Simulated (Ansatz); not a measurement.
Eight cases of bond dissociation energy with Al to Br (electronic energies, kJ/mol), geometries: B3LYP-D3(BJ)/def2-TZVP. Functionals by Ansatz (an electronic-structure program) in def2-TZVPD; columns hold the difference against the high level (Ansatz, AFQMC by cisd_afqmc): A = CCSD(T)/CBS(cc-pV(T+d)Z,cc-pV(Q+d)Z) + [CCSDT(Q) - CCSD(T)]/cc-pV(D+d)Z + core + X2C; B = CCSD(T)/CBS(cc-pVTZ,cc-pVQZ) + [CCSDT(Q) - CCSD(T)]/cc-pVTZ. The cases were drawn at random from those of this class that have a high level and all functionals, leaving out states under which another spin lies or may lie. Left out are anions, K, Ca, elements past Kr, ionisation of Li, Na and Mg, pi-pi* triplets of linear molecules and other triplets made from a closed-shell parent. Runs that doubt their state, and full CI more than 15 mEh from coupled cluster, are set aside; a case stays where another high level and all functionals remain. AFQMC serves as high level only in triple zeta or larger, with a steady walk, a bar under 0.8 kcal/mol and agreement with other high levels or trials where they ran; where none ran, an unstable determinant or (outside 3d species) a high T1 diagnostic also bars it, so strongly correlated cases are thinned. No case was kept or dropped by the size of a functional's miss. Each difference is the functional minus the high level; affinities count positive where energy is released, gaps as the second state minus the first. Open shells are spin-unrestricted; no spin-orbit coupling. Correlated methods leave the cores frozen (noble-gas shells, and filled d and f shells in the p block). Rows without X2C or -DK are non-relativistic. CBS(X,Y): correlation extrapolated as X^-3, Hartree-Fock from the larger set. A bracket is a step between two methods taken in the basis named. The functionals are non-relativistic, so their misses hold any scalar relativity. 'core' is core correlation in cc-pwCVTZ (1s frozen past Ne), 'X2C' scalar relativity in cc-pVTZ-DK, both at CCSD(T). For partners of very few electrons the exact lower level stands in for a higher one. The UHF reference of CH3OSi (O=C[SiH2], doublet) is spin-contaminated (<S^2> up to 0.11 over the pure value in the sets run). The UHF reference of C2H5Si ([CH]=C[SiH3], doublet) is spin-contaminated (<S^2> up to 0.17 over the pure value in the sets run).

```tsv
case	level	value	PBE	wB97M-V	r2SCAN
Si2H5Cl (chloro(silyl)silane, SMILES [SiH3][SiH2]Cl) → SiH3 (SMILES [SiH3], doublet) + SiH2Cl (SMILES [SiH2]Cl, doublet)	A	333.6	-25.4	-1.0	-30.6
H5SiPO (hydroxysilylphosphane, SMILES O[SiH2]P) → SiPH4 (SMILES P[SiH2], doublet) + HO (SMILES [OH], doublet)	A	530.5	-28.5	-6.0	-33.5
GeAsH5 (SMILES [GeH3][AsH2]) → GeAsH4 (SMILES [GeH2][AsH2], doublet) + H (doublet)	B	360.4	-20.5	-2.2	-13.6
Si2H5Cl (chloro(silyl)silane, SMILES [SiH3][SiH2]Cl) → Si2H5 (SMILES [SiH2][SiH3], doublet) + Cl (doublet)	A	455.4	-15.5	1.5	-17.1
H5SiPO (SMILES O[SiH2]P) → H4SiPO (SMILES P[SiH]O, doublet) + H (doublet)	A	401.7	-33.6	-2.0	-24.1
CH6SSi (methylsulfanylsilane, SMILES CS[SiH3]) → CH5SSi (SMILES CS[SiH2], doublet) + H (doublet)	A	394.8	-30.7	0.2	-22.8
CH3ClOSi (SMILES Cl[SiH2]C=O) → CH3OSi (SMILES C(=O)[SiH2], doublet) + Cl (doublet)	A	461.7	-26.4	0.2	-24.3
C2H6Si (ethenylsilane, SMILES C(=C)[SiH3]) → C2H5Si (SMILES [CH]=C[SiH3], doublet) + H (doublet)	A	481.2	-20.6	-1.4	-24.4
```

Over these rows, PBE: mean -25.1, mean absolute 25.1, median absolute 25.9, largest -33.6; wB97M-V: mean -1.3, mean absolute 1.8, median absolute 1.4, largest -6.0; r2SCAN: mean -23.8, mean absolute 23.8, median absolute 24.2, largest -33.5 kJ/mol. PBE lies above in 0 and below in 8 of the eight.
